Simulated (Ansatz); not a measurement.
**HSiN, singlet: reading a ladder of total energies**

Geometry: a point of a stretch scan, not a stationary point.

```xyz
3

Si    0.0000    0.0000   -0.0740
N     0.0000    0.0000   -1.6310
H     0.0000    0.0000    1.7050
```

Basis 6-31G; Ansatz 0.2.0. Correlated methods freeze the noble-gas cores, which leaves 10 electrons in 18 orbitals. R marks a restricted (for open shells ROHF) determinant.

Full CI is exact within this basis and frozen core; it isn't the basis-set limit.

Runs differ by some tens of microhartree through their thresholds, so steps under 0.03 kcal/mol mean nothing.

```json
{"level": "RHF", "total energy (hartree)": "-343.694708"}
{"level": "RMP2", "total energy (hartree)": "-343.936710"}
{"level": "RCCSD*", "total energy (hartree)": "-343.923639"}
{"level": "RCCSD(T)*", "total energy (hartree)": "-343.936845"}
{"level": "RCCSDT", "total energy (hartree)": "-343.937129"}
{"level": "RCCSDT(Q)", "total energy (hartree)": "-343.940280"}
{"level": "RCCSDTQ", "total energy (hartree)": "-343.939224"}
{"level": "full CI", "total energy (hartree)": "-343.939768"}
```

What is the correlation energy at full CI, and what share of it do RMP2 and RCCSD recover?

E(corr) = -343.939768 − (-343.694708) = -0.245060 hartree = -6.668 eV. RMP2: -0.242002 / -0.245060 = 98.75 %. RCCSD: -0.228931 / -0.245060 = 93.42 %.

By how many kcal/mol does RCCSD(T) miss full CI (1 hartree = 627.509 kcal/mol), and which steps make up the rest?

-343.936845 − (-343.939768) = 0.002923 hartree = 1.83 kcal/mol. Steps: RCCSDT − RCCSD(T) = -0.18, RCCSDT(Q) − RCCSDT = -1.98, RCCSDTQ − RCCSDT(Q) = 0.66, full CI − RCCSDTQ = -0.34 kcal/mol. Differences between like states or geometries often cancel part of this.

An asterisk marks runs whose energy the program itself flagged as in doubt.
